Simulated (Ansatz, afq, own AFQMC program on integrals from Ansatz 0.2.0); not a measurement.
# Where AFQMC and coupled cluster stand for S, triplet

A free S atom.

Basis cc-pVQZ. Noble-gas cores (and the filled d shells of Ga–Kr and In–Xe) are frozen. Integrals, coupled cluster, full CI and functionals: Ansatz 0.2.0; the random walks run on the same integrals in our own AFQMC program. The CISD trial takes its coefficients from CCSD amplitudes. Released means that phaseless walkers are propagated on without the constraint, phases kept. Free AFQMC starts from the CCSD state and is never constrained. Its projection time is finite, and what remains of the start isn't in its error. Uncertainties: one standard error, sampling alone.

Determinant: UHF, the one that the program's search chose, which needn't be the lowest solution.

No full CI on the walks' own integrals is used here; CCSDT(Q) serves as the reference and is uncertain by about the last step of the cluster series.

Cautions: the ph-AFQMC/HF walk drifts between its halves (2.0 errors).

```
T1 diagnostic                               : 0.0104
weight of the determinant in the CISD state : 0.930
⟨S²⟩ of the determinant                     : 2.013
size of the correlated space                : 6 electrons in 54 orbitals
```

| level | correlation energy (eV) |
| --- | --- |
| MP2 | -3.4634 |
| CCSD | -4.0488 |
| CCSD(T) | -4.2051 |

(1) Estimate where free-projection AFQMC lies against CCSD(T) on the same integrals.

(1) 2.6 ± 0.2 kJ/mol below CCSD(T).

Reference: CCSDT(Q), correlation energy -4.232 eV. The released energy is read at 1.50 1/Eh (meV from the phaseless value at times in 1/Eh: -7.2 ± 1.8 at 0.24, -6.9 ± 1.4 at 0.50, -9.6 ± 1.3 at 1.00, -10.8 ± 1.1 at 1.50).

| level | E − E(reference) (kJ/mol) | share of correlation (%) |
| --- | --- | --- |
| CCSD(T) | 2.6 | 99.36 |
| CCSDT | 0.5 | 99.88 |
| ph-AFQMC/HF | 11.7 ± 1.2 | 97.13 |
| ph-AFQMC/CISD | 1.0 ± 0.2 | 99.75 |
| released AFQMC | 0.0 ± 0.1 | 100.00 |
| free AFQMC | 0.0 ± 0.2 | 100.01 |

Free projections are given only where their last times agree within the noise and don't stop above the reference; a slow remainder of the start can still hide under it. A walk keeps the symmetry of its determinant, which the program's search chose and which needn't be the lowest solution, so a lower state of the same spin and another symmetry isn't excluded. Released energies are given only where the last usable release times agree within the noise; a slower fall can still hide under it.
